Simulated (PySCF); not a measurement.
Gas-phase reaction: 2 c-Si3H6 + 3 H2 ⇌ 6 SiH3

Energies from PySCF, thermal terms from the rigid-rotor harmonic-oscillator model, ideal gas at 1 bar. † marks an energy on the PBE0/def2-TZVP geometry and frequencies; other levels use their own. Open shells (unrestricted): SiH3 (multiplicity 2); the rest are closed-shell singlets. c-Si3H6: computed as isolated molecules; such fragments, hydroxides, amides, oligomers or adducts are transient or little studied in the gas.

M06-2X/def2-TZVP† gives ΔH°(298 K) = 609 kJ.

Problem. What do BLYP/def2-TZVP†, ωB97M-V/def2-TZVP†, PBE0/def2-TZVP give?

Solution. BLYP/def2-TZVP†: 566 kJ; ωB97M-V/def2-TZVP†: 656 kJ; PBE0/def2-TZVP: 629 kJ. For scale, ΔH°(298 K) is 609 kJ at this level, 656 kJ at ωB97M-V/def2-TZVP†, and runs from 255 to 772 kJ over the 20 levels computed.
